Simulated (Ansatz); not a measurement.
Ideal-gas functions of CH2F2O, SMILES `OC(F)F` at 600 K and 1 bar, from an Ansatz frequency run at PBE0-D4/def2-TZVP.

Molar mass 68.02 g/mol, point group Cs (symmetry number 1), electronic degeneracy 1, moments of inertia 49.553, 50.088, 89.213 u Å². Harmonic wavenumbers (cm⁻¹, unscaled): 316, 517, 547, 665, 1038, 1090, 1200, 1351, 1368, 1439, 3147, 3814.

Use S(trans) = R[1.5 ln M + 2.5 ln T − 1.1517]; rotational temperatures θ = 24.2544 K / I; S(rot) = R[ln(√π/σ · √(T³/θAθBθC)) + 1.5]; for each mode x = 1.438777 ν̃/T, S = R[x/(eˣ − 1) − ln(1 − e⁻ˣ)] and H = RT x/(eˣ − 1); 1 cm⁻¹ = 0.0119627 kJ/mol; R = 8.31446 J/(mol·K).

Q: By hand: the entropy, in J/(mol·K).

A: Translation 176.0. Rotation: θ = 0.4895, 0.4842, 0.2719 K, giving 108.4. Vibration, mode by mode: 10.82, 7.04, 6.63, 5.26, 2.59, 2.35, 1.91, 1.43, 1.38, 1.21, 0.04, 0.01, in all 40.7. Electronic 0.0. Sum 325.1 J/(mol·K).

Q: By hand: H − E and G − E in kJ/mol, counted from the electronic energy.

A: Zero-point energy ½ × 16492 × 0.0119627 = 98.6; thermal vibration 15.2; translation, rotation and pV give 4 RT = 20.0. H − E = 133.8 kJ/mol, and G − E = 133.8 − 600 × 325.1/1000 = -61.3 kJ/mol.

Vibration gives 13 % of the entropy. The sum counts one conformer and one mirror image; others add a mixing term.
